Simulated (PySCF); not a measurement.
This PySCF input asks for the NMR shieldings of `[BH3-]C#C`, [C2H4B]-; the geometry comes from GFN2-xTB.

```python
import basis_set_exchange as bse
import numpy as np
from pyscf import gto, dft
from pyscf.prop import nmr

atoms = """
B    -0.990905    0.080713    0.010006
C     0.578025   -0.046235   -0.011648
C     1.779002   -0.142098   -0.028466
H    -1.466293   -0.544623   -0.937382
H    -1.425712   -0.380219    1.064877
H    -1.307772    1.266314   -0.080215
H     2.836990   -0.228948   -0.044249
"""
names = dict.fromkeys(["B", "C", "H"], "pcSseg-1")
basis = {el: gto.basis.parse(bse.get_basis(n, elements=[el], fmt="nwchem")) for el, n in names.items()}
mol = gto.M(atom=atoms, basis=basis, charge=-1, verbose=0)
mf = dft.RKS(mol, xc="PBE0")
mf.grids.level = 2
mf.grids.alignment = dft.numint.BLKSIZE   # the property module wants whole blocks of grid points
mf.conv_tol = 1e-9
mf.kernel()

calc = nmr.RKS(mf)   # GIAO
C = mf.mo_coeff
Co = C[:, mf.mo_occ > 0]
resp = mf.gen_response(singlet=True, hermi=2)
def vind(x):   # induced exchange potential for any number of trial vectors
    d = np.einsum("pi,xij,qj->xpq", C, 2 * x.reshape(-1, C.shape[1], Co.shape[1]), Co, optimize=True)
    return np.einsum("xpq,pi,qj->xij", resp(d - d.transpose(0, 2, 1)), C, Co, optimize=True).ravel()
mo1, _ = nmr.rhf.solve_mo1(calc, with_cphf=vind)
sigma = calc.kernel(mo1)
for i, s in enumerate(sigma):   # ppm
    print("%2d %-2s %9.2f" % (i, mol.atom_pure_symbol(i), np.trace(s) / 3))
```

**Question.** Give the expected output.

**Answer.** 
```
 0 B     150.51
 1 C      63.71
 2 C     117.04
 3 H      30.86
 4 H      30.86
 5 H      30.86
 6 H      31.15
```

These numbers come from an equivalent density-fitted implementation of the same equations, which agrees with the script to about 0.01 ppm for H and up to a few tenths of a ppm for heavy atoms, so last digits may differ.

Size and cost of the density-fitted run: 71 basis functions, 3.5 s wall time on 1 thread of an Arm Neoverse V2, shared host; peak memory 0.32 GiB.
